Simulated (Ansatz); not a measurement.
**MgH2, triplet: reading a ladder of total energies**

Geometry: a point of a bend scan, not a stationary point.

```json
{"atom": "Mg", "x (Å)": "0.0000", "y (Å)": "0.0000", "z (Å)": "-0.1116"}
{"atom": "H", "x (Å)": "0.0000", "y (Å)": "1.3658", "z (Å)": "1.3454"}
{"atom": "H", "x (Å)": "0.0000", "y (Å)": "-1.3658", "z (Å)": "1.3454"}
```

Basis aug-cc-pVTZ; Ansatz 0.2.0. Only valence electrons are correlated (noble-gas cores frozen), which leaves 4 electrons in 91 orbitals. R marks a restricted (for open shells ROHF) determinant, U an unrestricted one. The metal's outer-core shells are frozen, which leaves out core–valence correlation.

Full CI is exact within this basis and frozen core; it isn't the basis-set limit. The frozen core follows each run's orbitals, which can shift R against U totals by a few meV.

UCCSD has a T1 diagnostic of 0.039 and a largest doubles amplitude of 0.09.

Runs differ by some tens of microhartree through their thresholds and, for an open shell, their frozen cores, so the step to full CI, which has another core, is uncertain by up to 0.1 kcal/mol.

```tsv
level	total energy (hartree)
UHF	-200.642778
UMP2	-200.678052
UCCSD	-200.696041
UCCSD(T)	-200.697316
UCCSDT	-200.697892
UCCSDT(Q)	-200.697906
full CI	-200.697882
```

Task: What is the correlation energy at full CI, and what share of it do UMP2 and UCCSD recover?

Result: E(corr) = -200.697882 − (-200.642778) = -0.055104 hartree = -1.499 eV. UMP2: -0.035274 / -0.055104 = 64.01 %. UCCSD: -0.053263 / -0.055104 = 96.66 %.

Task: By how many kcal/mol does UCCSD(T) miss full CI (1 hartree = 627.509 kcal/mol), and which steps make up the rest?

Result: -200.697316 − (-200.697882) = 0.000566 hartree = 0.36 kcal/mol. Steps: UCCSDT − UCCSD(T) = -0.36, UCCSDT(Q) − UCCSDT = -0.01, full CI − UCCSDT(Q) = 0.02 kcal/mol. That is within 1 kcal/mol of the reference in this basis, which itself misses far more of the correlation at the basis-set limit.
